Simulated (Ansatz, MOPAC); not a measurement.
Molecule: C₃H₅, net charge 0, doublet state. SMILES: C=[C]C

Atoms: C1, C2, H3, H4, C5, H6, H7, H8. Bonds: C1-C2, C1-H3, C1-H4, C2-C5, C5-H6, C5-H7, C5-H8.

Bond lengths (Å) and angles (degrees) optimised at AM1 with MOPAC; PM6 with MOPAC; B3LYP/LANL2DZ with Ansatz (a quantum-chemistry and plane-wave program); B3LYP/6-31G* with Ansatz, each started from the B3LYP-D3(BJ)/def2-TZVP structure (Ansatz) of the last column. A row stands for all coordinates that are equal there; 11 of 14 kinds are shown. 6-31G* holds six Cartesian d functions. No wavenumbers were computed at B3LYP/LANL2DZ, so these may be saddle points.

| coordinate | AM1 | PM6 | B3LYP/LANL2DZ | B3LYP/6-31G* | B3LYP-D3(BJ)/def2-TZVP |
|---|---|---|---|---|---|
| C1-C2 | 1.295 | 1.320 | 1.331 | 1.313 | 1.305 |
| C1-H3 | 1.102 | 1.081 | 1.097 | 1.097 | 1.094 |
| C1-H4 | 1.101 | 1.080 | 1.090 | 1.089 | 1.085 |
| C2-C5 | 1.415 | 1.419 | 1.487 | 1.472 | 1.464 |
| C5-H6 | 1.124 | 1.107 | 1.104 | 1.103 | 1.100 |
| C5-H7 | 1.122 | 1.106 | 1.098 | 1.097 | 1.093 |
| C1-C2-C5 | 169.2 | 172.6 | 140.8 | 140.4 | 140.6 |
| C2-C1-H3 | 123.1 | 123.0 | 122.1 | 121.8 | 121.4 |
| C2-C1-H4 | 121.9 | 122.6 | 121.9 | 122.5 | 122.6 |
| C2-C5-H6 | 111.0 | 111.9 | 111.4 | 111.3 | 110.9 |
| C2-C5-H7 | 110.5 | 111.6 | 110.9 | 111.4 | 111.3 |

Mean signed difference of all 7 bond lengths from B3LYP-D3(BJ)/def2-TZVP: AM1 0.007 Å, PM6 -0.002 Å, B3LYP/LANL2DZ 0.011 Å, B3LYP/6-31G* 0.005 Å.
